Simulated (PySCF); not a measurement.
Input of a run (PBE0-D3(BJ)/def2-SVP geometry optimisation, gas phase (PySCF 2.14.0)), started from GFN2-xTB:
```
{"job": {"xc": "PBE0", "basis": "def2-SVP", "d3": "d3bj", "grid": 1, "shake": 0.01, "kind": "geom"}, "charge": 0, "multiplicity": 1}
O      0.023300    -0.996750    -1.205540
S     -0.009280    -0.241330     0.000970
O     -0.060050    -0.905960     1.245280
Cl     1.632120     1.026730    -0.006620
Cl    -1.552510     1.083340    -0.071990
```

Output (energies in Eh, forces in Eh/bohr):
```
step   0  E = -1467.83240180  max force = 0.038923
step   1  E = -1467.83028678  max force = 0.022319
step   2  E = -1467.83429612  max force = 0.009437
step   3  E = -1467.83490704  max force = 0.001688
step   4  E = -1467.83492076  max force = 0.000428
step   5  E = -1467.83492130  max force = 0.000357
optimisation converged
```

Q: Summarise the run.

A: The energy falls by 0.069 eV over 6 energy and gradient evaluations, the largest force component goes from 0.0389 to 3.6e-04 Eh/bohr, and the atoms move by 0.034 Å rms after alignment. The bond that changes most is S2=O3 (sulfonyl sulfur to sulfonyl oxygen), which lengthens by 0.024 Å. Bonds longer at the end by more than 0.005 Å: 3 of 4; shorter: 1. Among the angles that change most is O1–S2–O3, from 119.9° to 123.5°. The energy rose by more than 1e-6 Eh at step 1.

Q: What are the final bond lengths?

A: O1=S2 1.436 Å, S2=O3 1.436 Å, S2–Cl4 2.053 Å, S2–Cl5 2.054 Å. Numbering counts from 1 in the input's order; the species is sulfuryl chloride, `O=S(=O)(Cl)Cl`.

The run used 82 basis functions and 47 SCF cycles in all.

Stationary, but not proved a minimum.
